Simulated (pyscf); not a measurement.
PH₃ + gallane (GaH₃) -> H₂P–GaH₂ + hydrogen (H₂) (four-centre exchange; singlet surface; H–P, Ga–H broken, Ga–P, H–H formed). Optimised with ωB97X-D3(BJ)/def2-SVP in PySCF. Rate constants from transition-state theory, ωB97M-D3(BJ)/def2-TZVP energies (ideal gas, 1 atm, RRHO with modes under 100 cm⁻¹ raised to 100, one conformer, R ln 2 for chiral ones without a mode under 150 cm⁻¹; no tunnelling), k in cm³ molecule⁻¹ s⁻¹.

```csv
T (K),1000/T,log10 k
298,3.354,-31.35
600,1.667,-21.59
900,1.111,?
1200,0.833,-16.33
```

**Question.** Fit an Arrhenius line to the three values, give the activation energy, and predict k at 900 K.

**Answer.** Least squares gives log10 k = -11.51 − 5.93 × 1000/T, so Ea = 5.93 × ln 10 × 1.987 = 27.1 kcal/mol, against an electronic barrier of 24.8. At 900 K the line gives -18.10; the computed value is -18.16 (ΔG‡ = 51.6 kcal/mol), a factor 1.2 under the line, since the plot is curved. On the reactant side the descent ends in a complex, 4.8 kcal/mol under the separated species and 26.2 kcal/mol under the saddle at ωB97X-D3(BJ)/def2-TZVP. At the saddle there is also a short Ga–H contact that neither side keeps. At ωB97X-D3(BJ)/def2-TZVP the barrier from the zero used here is 21.3 kcal/mol. One saddle was located; it need not be the lowest between these sides. Elements up to Kr have no core potential and no relativistic terms here.
